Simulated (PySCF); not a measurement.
**chlorotrifluoroethylene: 4 charge schemes on one density**

Chlorotrifluoroethylene, C₂ClF₃.
Numbering: `[F:1][C:2]([F:3])=[C:4]([F:5])[Cl:6]`

Density: PBE0/pcSseg-1 (PySCF); schemes: Mulliken, IAO, Hirshfeld and ESP-fitted. Isolated species at its GFN2-xTB geometry, gas phase.

Problem. For which atoms does the sign change between the 4 schemes (beyond +0.03 e in one, beyond −0.03 e in another)?

Solution. C4.

Problem. At which atom do the 4 schemes differ most?

Solution. At C2: from +0.141 (Hirshfeld) to +0.572 e (Mulliken), 0.431 e apart.

Problem. Which atoms carry the highest charge in the Mulliken, IAO, Hirshfeld and ESP-fitted schemes?

Solution. All schemes agree: Mulliken C2 (+0.572); IAO C2 (+0.502); Hirshfeld C2 (+0.141); ESP-fitted C2 (+0.452).

Problem. Give the atomic charges in each scheme.

Solution. In e:

| atom | environment | Mulliken | IAO | Hirshfeld | ESP-fitted |
| --- | --- | --- | --- | --- | --- |
| F1 | vinyl fluorine | -0.227 | -0.224 | -0.058 | -0.134 |
| C2 | =CF2 carbon | +0.572 | +0.502 | +0.141 | +0.452 |
| F3 | vinyl fluorine | -0.225 | -0.229 | -0.059 | -0.161 |
| C4 | vinylic C–F carbon | +0.139 | +0.145 | +0.045 | -0.134 |
| F5 | vinyl fluorine | -0.232 | -0.234 | -0.070 | -0.054 |
| Cl6 | vinyl chlorine | -0.026 | +0.041 | +0.002 | +0.030 |

Mean size of the charges over all atoms: Mulliken 0.237 e, IAO 0.229 e, ESP-fitted 0.161 e, Hirshfeld 0.062 e. Each set sums to the total charge, 0, to within 0.001 e. The ESP scheme fits charges at the nuclei, held to the total charge, to the electrostatic potential on points at 1.4 to 2.0 times the van der Waals radii.

Problem. How many electrons does the IAO scheme count on F5?

Solution. Z − q = 9 − (-0.234) = 9.234.

Problem. Sum the charges by element, for elements with more than one atom.

Solution. 
```
element  atoms  Mulliken     IAO  Hirshfeld  ESP-fitted
      F      3    -0.684  -0.687     -0.187      -0.349
      C      2    +0.710  +0.647     +0.185      +0.319
```

Problem. How closely do the schemes follow one another over all atoms?

Solution. Correlation coefficient and root-mean-square difference: IAO with Hirshfeld 1.00, 0.194 e; Mulliken with Hirshfeld 1.00, 0.215 e; Mulliken with IAO 0.99, 0.039 e; Mulliken with ESP-fitted 0.86, 0.150 e; IAO with ESP-fitted 0.84, 0.145 e; Hirshfeld with ESP-fitted 0.83, 0.156 e.
